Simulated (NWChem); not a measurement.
# CH3O (SMILES [CH2]O) at ROTPSS-D2/6-311++G(2d,2p)

Aim: the vertical ionisation energy of CH3O at ROTPSS-D2/6-311++G(2d,2p), from 2 runs. 

The calculation is run with NWChem 7.3.0.

2 further runs of the same task are left out: 2 set aside as unsound or not needed.

### 1 The system as given

CH3O: 5 atoms, total charge 0, spin state doublet. SMILES: `[CH2]O`. The shape is that of a PBE0-D4/def2-TZVP optimisation. This is one conformer, not always the lowest.

Bond lengths: C1–O2 1.357 Å, C1–H3 1.080 Å, C1–H4 1.084 Å, O2–H5 0.960 Å. Angles: C1–O2–H5 109.6°, O2–C1–H3 113.9°, O2–C1–H4 119.2°, H3–C1–H4 121.2°.

### 2 Energy and forces at ROTPSS-D2/6-311++G(2d,2p)

The input, ch3o.nw:

```
start ch3o
memory stack 880 mb heap 220 mb global 1100 mb
charge 0

geometry noautosym nocenter noautoz
C    -0.327200   -0.313600    0.020200
O     0.269400    0.900700    0.120200
H    -1.375200   -0.266500   -0.236200
H     0.274300   -1.179600   -0.230000
H     1.208500    0.785300    0.284400
end

basis spherical bse
* library "6-311++G(2d,2p)"
end

dft
xc xtpss03 ctpss03
mult 2
rodft
cgmin
disp vdw 2
grid coarse
maxiter 150
mulliken
end

task dft gradient
```

Run with:

```sh
$ nwchem ch3o.nw > ch3o.out
```

What it wrote:

```text
[...]
          Wavefunction type:  restricted open shell.
          No. of atoms     :     5
          No. of electrons :    17
[...]
          Charge           :     0
          Spin multiplicity:     2
[...]
          AO basis - number of functions:    84
[...]
              XC Information
              --------------
                  TPSS metaGGA Exchange Functional  1.000
             TPSS03 metaGGA Correlation Functional  1.000
[...]
         Total DFT energy =     -115.117455551093
      One electron energy =     -226.394422270977
           Coulomb energy =       90.960090370519
    Exchange-Corr. energy =      -15.127574743910
 Nuclear repulsion energy =       35.444451093276
    Dispersion correction =       -0.001107820368
[...]
  wavefunction    = open shell
                         DFT ENERGY GRADIENTS
    atom               coordinates                        gradient
                 x          y          z           x          y          z
   1 C      -0.618318  -0.592618   0.038172    0.006894   0.013308  -0.000874
   2 O       0.509092   1.702076   0.227145    0.000087  -0.014403   0.000612
   3 H      -2.598751  -0.503612  -0.446353    0.001399  -0.000750   0.000458
   4 H       0.518352  -2.229121  -0.434637   -0.001616   0.001005   0.000810
   5 H       2.283734   1.484002   0.537438   -0.006765   0.000840  -0.001006
[...]
```

Wall time 12 s (1 thread of INTEL XEON PLATINUM 8581C at 2.30GHz (Emerald Rapids), shared host); peak memory 0.11 GiB.

### 3 The singlet cation, same level

The input, ch3o.nw:

```
start ch3o
title "CH3O"
memory stack 880 mb heap 220 mb global 1100 mb
charge 1

geometry units angstroms noautosym nocenter noautoz
  C     -0.327200    -0.313600     0.020200
  O      0.269400     0.900700     0.120200
  H     -1.375200    -0.266500    -0.236200
  H      0.274300    -1.179600    -0.230000
  H      1.208500     0.785300     0.284400
end

basis "ao basis" spherical bse
  * library "6-311++G(2d,2p)"
end

dft
  xc xtpss03 ctpss03
  disp vdw 2
  grid coarse
  iterations 150
  mulliken
end

task dft gradient
```

Run with:

```sh
$ nwchem ch3o.nw > ch3o.out
```

What it wrote:

```text
[...]
          Wavefunction type:  closed shell.
          No. of atoms     :     5
          No. of electrons :    16
[...]
          Charge           :     1
          Spin multiplicity:     1
[...]
          AO basis - number of functions:    84
[...]
              XC Information
              --------------
                  TPSS metaGGA Exchange Functional  1.000
             TPSS03 metaGGA Correlation Functional  1.000
[...]
 d= 0,ls=0.0,diis     1   -114.5946520530 -1.50D+02  2.58D-02  2.45D+00     0.6
[...]
 d= 0,ls=0.0,diis     7   -114.8255425699 -6.21D-07  4.10D-06  1.65D-07     3.1
         Total DFT energy =     -114.825542569946
      One electron energy =     -220.621821837156
           Coulomb energy =       85.127876781379
    Exchange-Corr. energy =      -14.774940787077
 Nuclear repulsion energy =       35.444451093276
    Dispersion correction =       -0.001107820368
[...]
      Total Density - Mulliken Population Analysis
     ---------------------------------------------
    Atom       Charge   Shell Charges
 -----------   ------   -------------------------------------------------------
    1 C    6     5.61   1.11  0.88  0.57  0.84  1.27  0.38  0.41  0.03  0.03  0.02  0.07
    2 O    8     8.01   1.08  0.91  0.95  1.05  2.03  0.82  1.25 -0.07 -0.03  0.00  0.03
    3 H    1     0.83   0.27  0.49  0.03 -0.00  0.01  0.03
    4 H    1     0.84   0.27  0.49  0.04 -0.00  0.01  0.04
    5 H    1     0.70   0.26  0.33  0.04 -0.00  0.02  0.05
[...]
  wavefunction    = closed shell
                         DFT ENERGY GRADIENTS
    atom               coordinates                        gradient
                 x          y          z           x          y          z
   1 C      -0.618318  -0.592618   0.038172   -0.039811  -0.085453   0.036551
   2 O       0.509092   1.702076   0.227145    0.061982   0.079323  -0.006703
   3 H      -2.598751  -0.503612  -0.446353    0.011221  -0.001846  -0.012356
   4 H       0.518352  -2.229121  -0.434637   -0.007000   0.009268  -0.017148
   5 H       2.283734   1.484002   0.537438   -0.026392  -0.001291  -0.000344
[...]
```

Run time: 5.7 s. Hardware: 1 thread of INTEL XEON PLATINUM 8581C at 2.30GHz (Emerald Rapids), shared host; peak memory 0.11 GiB.

### 4 Outcome

At ROTPSS-D2/6-311++G(2d,2p):

```
                                          quantity          value
                        doublet CH3O: total energy  -115.11746 Eh
                   doublet CH3O: dispersion energy   -2.91 kJ/mol
            doublet CH3O: largest force on an atom     0.772 eV/Å
                      singlet cation: total energy  -114.82554 Eh
                       singlet cation: HOMO energy      -17.47 eV
                       singlet cation: LUMO energy      -12.03 eV
                     singlet cation: HOMO–LUMO gap        5.43 eV
                 singlet cation: dispersion energy   -2.91 kJ/mol
          singlet cation: largest force on an atom     5.199 eV/Å
vertical ionisation energy (to the singlet cation)       7.943 eV
```

**Reading.** The vertical ionisation energy comes to 7.94 eV (183 kcal/mol). The largest force (doublet CH3O) is 0.77 eV/Å: the shape isn't a stationary point for this species at this level. Only the singlet of the ionised species was computed; a triplet could lie lower. Mulliken charges (singlet cation) run from -0.01 on O2 to +0.39 on C1; in a basis this large or diffuse they mean little.
